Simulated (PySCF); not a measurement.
## CH under electron impact: the energy ladder

r²SCAN in PySCF with def2-TZVPPD on every atom, for the lowest determinant that a PBE0 search found; no spin–orbit coupling.

```json
{"species": "CH", "state (unpaired electrons)": "doublet (π ↑)", "Re (Å)": "1.126", "ωe (cm⁻¹)": "2813", "energy of the minimum from the neutral (eV)": "0.00", "De (eV)": "3.53", "dissociates to": "H + C"}
{"species": "CH⁺", "state (unpaired electrons)": "singlet (closed shell)", "Re (Å)": "1.141", "ωe (cm⁻¹)": "2772", "energy of the minimum from the neutral (eV)": "11.17", "De (eV)": "4.03", "dissociates to": "H + C⁺"}
{"species": "CH⁻", "state (unpaired electrons)": "triplet (π ↑↑)", "Re (Å)": "1.142", "ωe (cm⁻¹)": "2571", "energy of the minimum from the neutral (eV)": "-1.33", "De (eV)": "3.64", "dissociates to": "H + C⁻"}
```

Question: Work out the lowest energy to break CH into atoms, from its vibrational ground state.

Answer: D0 = De − ωe/2 = 3.53 − 0.17 = 3.36 eV (r²SCAN/def2-TZVPPD).

Question: Work out the ionisation energy of the C atom at this level and the threshold of dissociative ionisation.

Answer: IE(C) = 11.17 + 4.03 − 3.53 = 11.67 eV, so H + C⁺ + e⁻ appears at D0 + IE(C) = 15.03 eV (r²SCAN/def2-TZVPPD). The measured IE(C) is 11.26 eV (NIST ASD).

Question: Work out the electron affinity of the C atom and the threshold of dissociative attachment.

Answer: EA(C) = 3.53 − 3.64 − (-1.33) = 1.22 eV, so H + C⁻ needs D0 − EA(C) = 2.14 eV (r²SCAN/def2-TZVPPD). The measured EA(C) is 1.262 eV.

These are thermodynamic thresholds; the onsets seen under electron impact lie higher where the geometry changes, and cross-sections peak well above them.

For an ion De counts to the pair picked by the measured ionisation energies or electron affinities, which need not be the lowest pair at this level. The highest Kohn–Sham level is positive in this anion. Much of that is self-interaction error, but it also means that the finite basis helps to hold the extra electron. States were picked by a PBE0 search and need not be the measured ground states.
